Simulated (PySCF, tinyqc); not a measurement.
Worked calculation (part 2 of 2): RHF in the sto-6g basis, for CH2, spin multiplicity 1. The lowest restricted solution is unstable here: a spin-polarised one lies 0.0316 hartree lower (PySCF). Computed by tinyqc, a small Python program that keeps every step (integrals from PySCF). Command: `OMP_NUM_THREADS=1 python tinyqc.py 21955 21956 out.jsonl` (the two numbers bound the seeds that draw the settings). One thread of a shared host (Intel(R) Xeon(R) Processor @ 2.60GHz), about 0.2 s of CPU time with the checks.

Geometry (angstrom):
```
atom         x          y         z
C     0.000000   0.000000  0.000000
H     0.000000   1.372000  0.677000
H     0.000000  -1.372000  0.677000
```

## Convergence

Stop when the energy changes by less than 1e-09 hartree and every element of the error matrix X^T (F D S - S D F) X is below 9e-06.

Course of the cycle:
```
iteration   E (hartree)     change  largest element of the error matrix
1          -38.17247114          -                             3.48e-01
2          -38.23941127  -6.69e-02                             2.55e-01
3          -38.31193242  -7.25e-02                             1.87e-01
4          -38.37627510  -6.43e-02                             1.30e-01
5          -38.42931009  -5.30e-02                             9.17e-02
6          -38.46999680  -4.07e-02                             6.49e-02
7          -38.50059705  -3.06e-02                             4.57e-02
8          -38.52306182  -2.25e-02                             3.21e-02
9          -38.53932721  -1.63e-02                             2.26e-02
10         -38.55097807  -1.17e-02                             1.58e-02
11         -38.55926353  -8.29e-03                             1.11e-02
12         -38.56512704  -5.86e-03                             7.77e-03
13         -38.56926274  -4.14e-03                             5.44e-03
14         -38.57217305  -2.91e-03                             3.81e-03
...                 ...        ...                                  ...
43         -38.57901267  -9.49e-08                             1.23e-07
44         -38.57901273  -6.64e-08                             8.59e-08
45         -38.57901278  -4.65e-08                             6.02e-08
46         -38.57901281  -3.25e-08                             4.21e-08
47         -38.57901284  -2.28e-08                             2.95e-08
48         -38.57901285  -1.59e-08                             2.06e-08
49         -38.57901286  -1.12e-08                             1.44e-08
50         -38.57901287  -7.81e-09                             1.01e-08
51         -38.57901287  -5.47e-09                             7.08e-09
52         -38.57901288  -3.83e-09                             4.95e-09
53         -38.57901288  -2.68e-09                             3.47e-09
54         -38.57901288  -1.88e-09                             2.43e-09
55         -38.57901288  -1.31e-09                             1.70e-09
56         -38.57901289  -9.19e-10                             1.19e-09
```

PySCF RHF in the same basis = -38.57901289 hartree

Converged in 56 iterations.

## Populations, bond orders and dipole

D after iteration 56, lower triangle:
```
            1C 1s      1C 2s    1C 2px     1C 2py    1C 2pz      2H 1s     3H 1s
1C 1s    2.110582
1C 2s   -0.452859   1.878221
1C 2px   0.000000   0.000000  0.000000
1C 2py   0.000000   0.000000  0.000000   0.547625
1C 2pz   0.122261  -0.578992  0.000000   0.000000  1.175723
2H 1s   -0.037146   0.055877  0.000000   0.506567  0.561574   0.806278
3H 1s   -0.037146   0.055877  0.000000  -0.506567  0.561574  -0.130898  0.806278
```

overlap S, lower triangle:
```
           1C 1s     1C 2s    1C 2px     1C 2py    1C 2pz     2H 1s     3H 1s
1C 1s   1.000000
1C 2s   0.243228  1.000000
1C 2px  0.000000  0.000000  1.000000
1C 2py  0.000000  0.000000  0.000000   1.000000
1C 2pz  0.000000  0.000000  0.000000   0.000000  1.000000
2H 1s   0.023570  0.274783  0.000000   0.270086  0.133271  1.000000
3H 1s   0.023570  0.274783  0.000000  -0.270086  0.133271  0.034217  1.000000
```

Mulliken: Z minus the diagonal of D S on the atom; Loewdin: the same with S^(1/2) D S^(1/2); Mayer order: 2 sum_s sum (D(s) S)_ij (D(s) S)_ji over the two atoms.

Charges (e):
```
atom   Mulliken    Loewdin
1C     0.055871   0.070401
2H    -0.027936  -0.035201
3H    -0.027936  -0.035201
```

Mayer bond orders:
```
pair     order
2-1   0.976477
3-1   0.976477
3-2   0.022742
```

dipole moment about the origin, x y z (debye): 0.000000  0.000000  1.135234
